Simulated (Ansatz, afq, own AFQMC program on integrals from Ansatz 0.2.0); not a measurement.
## Si2H2, singlet → Si2H2⁺, doublet

```yaml
atoms:
  - { symbol: Si, position_ang: [0.0000, 0.0641, 1.0054] }
  - { symbol: Si, position_ang: [0.0000, -0.0046, -1.0948] }
  - { symbol: H, position_ang: [0.0000, -0.3818, 2.4302] }
  - { symbol: H, position_ang: [0.0000, -1.2748, 0.0623] }
```

Connectivity, by distances: SiH–Si, 1 bridging H.

E(doublet, charge +1) − E(singlet, charge +0) at this geometry, on RHF and UHF determinants.

Basis cc-pVDZ. Only valence electrons are correlated. Ansatz 0.2.0 and our own AFQMC program on the same integrals; the CISD trial comes from CCSD amplitudes, and released means the phaseless constraint is let go. Error bars are statistical, one sigma. The errors of all members are added in quadrature.

No full CI on the walks' own integrals is used here; CCSDT(Q) serves as the reference and is uncertain by about the last step of the cluster series. Each member takes its own surest rung, up to full CI.

The best estimate is CCSD(T) at the basis-set limit (CBS: def2-TZVPP and def2-QZVPP, with their diffuse functions for anions and beside diffuse sets, MP2 extrapolated, CCSD(T) minus MP2 from TZVPP) plus the step from CCSD(T) to CCSDT(Q) in cc-pVDZ. Rows without CBS are in cc-pVDZ; B2PLYP and the wave-function rows carry a basis error of their own. Core correlation and relativity beyond core potentials are missing, and ± holds the sampling alone.

Cautions: Si₂H₂ (singlet): higher spins were not checked, restricted determinant unstable towards unrestricted (UHF 56 meV lower, ⟨S²⟩ 0.34), its ph-AFQMC/CISD value lies 38 ± 16 meV above CCSDT(Q); Si₂H₂⁺ (doublet): its ph-AFQMC/CISD value lies 32 ± 10 meV above CCSDT(Q).

```tsv
level	vertical ionization energy (eV)
MP2	8.050
HF	6.980
CCSD	7.944
```

(1) From these cheaper values, estimate the vertical ionization energy at the level of the best estimate.

(1) 8.325 eV (best estimate, highest rung CCSDT(Q)).

```tsv
level	vertical ionization energy (eV)	error against the best estimate (eV)
CCSD(T)	8.047	-0.278
CCSDT	8.039	-0.287
CCSDT(Q)	8.052	-0.273
ph-AFQMC/CISD	8.047 ± 0.019	-0.278 ± 0.019
released AFQMC	8.067 ± 0.023	-0.258 ± 0.023
HF/CBS	6.899	-1.426
MP2/CBS	8.315	-0.010
CCSD(T)/CBS	8.320	-0.005
```

Correlation beyond CCSD(T) adds 0.005 eV. Going to the basis-set limit adds 0.273 eV at CCSD(T). The perturbative (T) step is worth +0.103 eV.

Best estimates are given only where the step beyond CCSD(T) is under 0.3 eV and no member's determinant is very poor (T1 over 0.05, or 0.07 for open shells, ⟨S²⟩ too high by 0.3, two states mixed), so the hardest cases are missing from such tables.

CCSDT and higher add their correlation energy to the determinant of the CCSD(T) run, since their own runs factorise the integrals more tightly (a shift of under 2 meV). Each member of a difference takes its own highest rung, so a best estimate needn't equal the limit plus the step of one row. A walk keeps the symmetry of its determinant, which the program's search chose and which needn't be the lowest solution, so a lower state of the same spin and another symmetry isn't excluded. Released energies are given only where the last usable release times agree within the noise; a slower fall can still hide under it.
